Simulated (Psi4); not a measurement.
Psi4 input (wB97X-D/6-311+G**):

```
memory 1500 MB

molecule {
0 3
Si   -0.00000000   -0.00000000   -1.13393700
Si    0.00000000    0.00000000    1.13393700
symmetry c1
no_reorient
no_com
}

set {
  basis 6-311+G**
  reference uks
  scf_type pk
  dft_radial_points 99
  dft_spherical_points 590
  e_convergence 1e-8
  d_convergence 1e-7
  maxiter 150
}

e = energy('wb97x-d')
print_out(f'\nFINAL {e:.10f} DIPOLE {variable("CURRENT DIPOLE")[0]:.6f} {variable("CURRENT DIPOLE")[1]:.6f} {variable("CURRENT DIPOLE")[2]:.6f}\n')
```

Output:

```
   => Loading Basis Set <=

    Name: 6-311+G**
    Role: ORBITAL
    Keyword: BASIS
    atoms 1-2 entry SI         line   351 file 6-311pgss.gbs

   => WB97X-D: Empirical Dispersion <=

    Chai and Head-Gordon Dispersion Correction
    Chai, J.-D.; Head-Gordon, M. (2010), J. Chem. Phys., 132: 6615-6620

        s6 =       1.000000

         ---------------------------------------------------------
                                   SCF
               by Justin Turney, Rob Parrish, Andy Simmonett
                          and Daniel G. A. Smith
                              UKS Reference
         ---------------------------------------------------------

  ==> Geometry <==

    Molecular point group: c1
    Full point group: D_inf_h

    Geometry (in Angstrom), charge = 0, multiplicity = 3:

       Center              X                  Y                   Z               Mass
    ------------   -----------------  -----------------  -----------------  -----------------
         SI           0.000000000000     0.000000000000    -1.133937000000    27.976926534650
         SI           0.000000000000     0.000000000000     1.133937000000    27.976926534650

  Running in c1 symmetry.

  Rotational constants: A = ************  B =      0.23431  C =      0.23431 [cm^-1]
  Rotational constants: A = ************  B =   7024.40185  C =   7024.40185 [MHz]
  Nuclear repulsion =   45.733904657542702

  Charge       = 0
  Multiplicity = 3
  Electrons    = 28
  Nalpha       = 15
  Nbeta        = 13

  ==> Algorithm <==

  SCF Algorithm Type is PK.
  DIIS enabled.
  MOM disabled.
  Fractional occupation disabled.
  Guess Type is SAD.
  Energy threshold   = 1.00e-08
  Density threshold  = 1.00e-07
  Integral threshold = 1.00e-12

  ==> Primary Basis <==

  Basis Set: 6-311+G**
    Blend: 6-311+G**
    Number of shells: 28
    Number of basis functions: 60
    Number of Cartesian functions: 62
    Spherical Harmonics?: true
    Max angular momentum: 2

  ==> DFT Potential <==

   => LibXC <=

    Version 7.1.2
    S. Lehtola, C. Steigemann, M. J. T. Oliveira, and M. A. L. Marques,  SoftwareX 7, 1–5 (2018) (10.1016/j.softx.2017.11.002)

   => Composite Functional: WB97X-D <=

    wB97X-D Hyb-GGA Exchange-Correlation Functional

    J.-D. Chai and M. Head-Gordon,  Phys. Chem. Chem. Phys. 10, 6615–6620 (2008) (10.1039/B810189B)

    Deriv               =              1
    GGA                 =           TRUE
    Meta                =          FALSE

    Exchange Hybrid     =           TRUE
    MP2 Hybrid          =          FALSE

   => Exchange-Correlation Functionals <=

    1.0000   wB97X-D range-separated functional

   => Exact (HF) Exchange <=

    0.7780            HF,LR [omega = 0.2000]
    0.2220               HF

   => LibXC Density Thresholds  <==

    XC_HYB_GGA_XC_WB97X_D:  1.00E-14

   => Molecular Quadrature <=

    Radial Scheme          =       TREUTLER
    Pruning Scheme         =           NONE
    Nuclear Scheme         =       TREUTLER

    Blocking Scheme        =         OCTREE
    BS radius alpha        =              1
    Pruning alpha          =              1
    Radial Points          =             99
    Spherical Points       =            590
    Total Points           =         113146
    Total Blocks           =            986
    Max Points             =            254
    Max Functions          =             55
    Weights Tolerance      =       1.00E-15

  ==> Integral Setup <==

  Using in-core PK algorithm.
   Calculation information:
      Number of atoms:                   2
      Number of AO shells:              28
      Number of primitives:             50
      Number of atomic orbitals:        62
      Number of basis functions:        60

      Integral cutoff                 1.00e-12
      Number of threads:                 1

  Performing in-core PK
  Using 5026095 doubles for integral storage.
  We computed 73703 shell quartets total.
  Whereas there are 82621 unique shell quartets.

  Computing range-separated integrals for PK
  We computed 73703 wK shell quartets total.
  Whereas there are 82621 wK unique shell quartets.

  ==> DiskJK: Disk-Based J/K Matrices <==

    J tasked:                  Yes
    K tasked:                  Yes
    wK tasked:                 Yes
    Omega:               2.000E-01
    Schwarz Cutoff:          1E-12


  Cached 100.0% of DFT collocation blocks in 0.153 [GiB].

  Minimum eigenvalue in the overlap matrix is 1.6018131020E-03.
  Reciprocal condition number of the overlap matrix is 3.2751620504E-04.
    Using symmetric orthogonalization.

  ==> Pre-Iterations <==

  SCF Guess: Superposition of Atomic Densities via on-the-fly atomic UHF (no occupation information).

   -------------------------
    Irrep   Nso     Nmo
   -------------------------
     A         60      60
   -------------------------
    Total      60      60
   -------------------------

  ==> Iterations <==

                        Total Energy        Delta E     RMS |[F,P]|

   @UKS iter SAD:  -578.08808792104458   -5.78088e+02   0.00000e+00
   @UKS iter   1:  -578.79294819212294   -7.04860e-01   6.06841e-03 DIIS/ADIIS
   @UKS iter   2:  -578.82087185136743   -2.79237e-02   2.93218e-03 DIIS/ADIIS
   @UKS iter   3:  -578.82596699511828   -5.09514e-03   2.09333e-04 DIIS/ADIIS
   @UKS iter   4:  -578.82637147749085   -4.04482e-04   6.34720e-05 DIIS
   @UKS iter   5:  -578.82640762548249   -3.61480e-05   1.92566e-05 DIIS
   @UKS iter   6:  -578.82641065131884   -3.02584e-06   5.65022e-06 DIIS
   @UKS iter   7:  -578.82641094681833   -2.95499e-07   1.22284e-06 DIIS
   @UKS iter   8:  -578.82641096067584   -1.38575e-08   1.83313e-07 DIIS
   @UKS iter   9:  -578.82641096094437   -2.68528e-10   1.62709e-08 DIIS
  Energy and wave function converged.

  ==> Post-Iterations <==

   Electrons on quadrature grid:
      Nalpha   =   15.0000000788 ; deviation = 7.883e-08
      Nbeta    =   13.0000000714 ; deviation = 7.145e-08
      Ntotal   =   28.0000001503 ; deviation = 1.503e-07

   @Spin Contamination Metric:   7.097466204E-03
   @S^2 Expected:                2.000000000E+00
   @S^2 Observed:                2.007097466E+00
   @S   Expected:                1.000000000E+00
   @S   Observed:                1.000000000E+00

    Orbital Energies [Eh]
    ---------------------

    Alpha Occupied:

       1A    -66.299517     2A    -66.299514     3A     -5.427370
       4A     -5.427266     5A     -3.774325     6A     -3.774240
       7A     -3.773490     8A     -3.772606     9A     -3.768094
      10A     -3.768010    11A     -0.639037    12A     -0.477014
      13A     -0.324217    14A     -0.303459    15A     -0.283174

    Alpha Virtual:

      16A     -0.036419    17A     -0.020955    18A      0.052260
      19A      0.063264    20A      0.078482    21A      0.085116
      22A      0.089892    23A      0.105933    24A      0.112651
      25A      0.118338    26A      0.161646    27A      0.283512
      28A      0.334961    29A      0.341956    30A      0.354587
      31A      0.364816    32A      0.371723    33A      0.456887
      34A      0.522229    35A      0.538359    36A      0.583561
      37A      0.624191    38A      0.625358    39A      0.668480
      40A      0.679396    41A      0.679854    42A      0.804517
      43A      0.821125    44A      1.065657    45A      1.278835
      46A      1.293111    47A      1.319972    48A      1.334383
      49A      1.349407    50A      1.393074    51A      5.273682
      52A      5.503565    53A     11.375460    54A     11.382769
      55A     11.390141    56A     11.393121    57A     11.400356
      58A     11.457607    59A    140.744180    60A    141.000590

    Beta Occupied:

       1A    -66.295869     2A    -66.295866     3A     -5.424406
       4A     -5.424353     5A     -3.768500     6A     -3.768427
       7A     -3.766266     8A     -3.766192     9A     -3.765800
      10A     -3.764966    11A     -0.584173    12A     -0.417019
      13A     -0.268939

    Beta Virtual:

      14A     -0.091773    15A     -0.082868    16A     -0.007608
      17A      0.010130    18A      0.067449    19A      0.071542
      20A      0.088969    21A      0.098552    22A      0.104225
      23A      0.119833    24A      0.127428    25A      0.143477
      26A      0.174205    27A      0.297784    28A      0.340113
      29A      0.344729    30A      0.372357    31A      0.373904
      32A      0.375764    33A      0.470749    34A      0.576476
      35A      0.582684    36A      0.589748    37A      0.659503
      38A      0.661474    39A      0.701753    40A      0.709954
      41A      0.712062    42A      0.849407    43A      0.852008
      44A      1.096673    45A      1.283672    46A      1.295662
      47A      1.322598    48A      1.335521    49A      1.360832
      50A      1.408370    51A      5.284143    52A      5.514518
      53A     11.383490    54A     11.385898    55A     11.399975
      56A     11.400954    57A     11.403466    58A     11.467889
      59A    140.747361    60A    141.003791

    Final Occupation by Irrep:
              A
    DOCC [    13 ]
    SOCC [     2 ]
    NA   [    15 ]
    NB   [    13 ]

  @UKS Final Energy:  -578.82641096094437

   => Energetics <=

    Nuclear Repulsion Energy =             45.7339046575427020
    One-Electron Energy =                -892.8638279390750085
    Two-Electron Energy =                 298.5790355041056614
    DFT Exchange-Correlation Energy =     -30.2754933652115987
    Empirical Dispersion Energy =          -0.0000298183062080
    VV10 Nonlocal Energy =                  0.0000000000000000
    Total Energy =                       -578.8264109609443722

  UHF NO Occupations:
  HONO-2 :   13  A 1.9972811
  HONO-1 :   14  A 1.0000000
  HONO-0 :   15  A 1.0000000
  LUNO+0 :   16  A 0.0027189
  LUNO+1 :   17  A 0.0004728
  LUNO+2 :   18  A 0.0003585
  LUNO+3 :   19  A 0.0000006

Computation Completed

Properties will be evaluated at   0.000000,   0.000000,   0.000000 [a0]

Properties computed using the SCF density matrix

 Multipole Moments:

 ------------------------------------------------------------------------------------
     Multipole            Electronic (a.u.)      Nuclear  (a.u.)        Total (a.u.)
 ------------------------------------------------------------------------------------

 L = 1.  Multiply by 2.5417464519 to convert [e a0] to [Debye]
 Dipole X            :         -0.0000000            0.0000000           -0.0000000
 Dipole Y            :         -0.0000000            0.0000000           -0.0000000
 Dipole Z            :         -0.0000000            0.0000000           -0.0000000
 Magnitude           :                                                    0.0000000

 ------------------------------------------------------------------------------------

FINAL -578.8264109609 DIPOLE -0.000000 -0.000000 -0.000000

*** Psi4 exiting successfully. Buy a developer a beer!
```

The geometry given is a B3LYP-D3(BJ)/def2-TZVP minimum.
